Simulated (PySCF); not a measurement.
## Level sweep

Species: CF₄.
Structure used (PBE0-D3(BJ)/def2-SVP), in Å, numbered top down from 1:
```xyz
5
CF4 angstrom
F     -0.2270    0.1570   -1.2865
C     -0.0003    0.0001    0.0000
F     -0.7720   -0.9574    0.4682
F      1.2617   -0.3230    0.1853
F     -0.2624    1.1232    0.6330
```

PySCF, dipoles from the SCF density, polarisabilities from static response with core orbitals frozen. Geometry: PBE0-D3(BJ)/def2-SVP; no solvent, vibrations or thermal averaging.

The anisotropy is √(½[(α1 − α2)² + (α2 − α3)² + (α3 − α1)²]).

| level | α (Å³) | anisotropy (Å³) |
| --- | --- | --- |
| LDA/def2-SVPD | 2.95 | 0.00 |
| PBE/def2-SVPD | 2.96 | 0.00 |
| B3LYP/def2-SVPD | 2.81 | 0.00 |
| PBE0/def2-SVPD | 2.77 | 0.00 |
| BHandHLYP/def2-SVPD | 2.63 | 0.00 |
| CAM-B3LYP/def2-SVPD | 2.79 | 0.00 |
| wB97X-D/def2-SVPD | 2.78 | 0.00 |
| LC-wPBE/def2-SVPD | 2.79 | 0.00 |
| HF/def2-SVPD | 2.44 | 0.00 |
| PBE0/6-31G* | 1.96 | 0.00 |
| PBE0/def2-SVP | 1.79 | 0.00 |
| PBE0/6-31+G* | 2.52 | 0.00 |
| PBE0/aug-cc-pVDZ | 2.73 | 0.00 |
| PBE0/def2-TZVP | 2.40 | 0.00 |
| PBE0/def2-TZVPD | 2.83 | 0.00 |
| PBE0/aug-cc-pVTZ | 2.81 | 0.00 |

No reference polarisability is at hand; against PBE0 in the largest diffuse basis at hand (aug-cc-pVTZ) the other PBE0 rows deviate by 6-31G* -30%, def2-SVP -36%, 6-31+G* -10%, def2-SVPD -1%, aug-cc-pVDZ -3%, def2-TZVP -14%, def2-TZVPD +1%. The dipole stays under 0.05 D at every level. In one basis (def2-SVPD) the functionals order the polarisability from HF (lowest) to PBE (highest), a spread of 21%. With PBE0 the polarisability is 2.05 Å³ without diffuse functions (mean of 6-31G*, def2-SVP and def2-TZVP) and 2.73 Å³ with them (mean of 6-31+G*, def2-SVPD, aug-cc-pVDZ, def2-TZVPD and aug-cc-pVTZ).

Without π bonds the low states are Rydberg-like; a valence basis with one diffuse set may place them up to an eV too high.
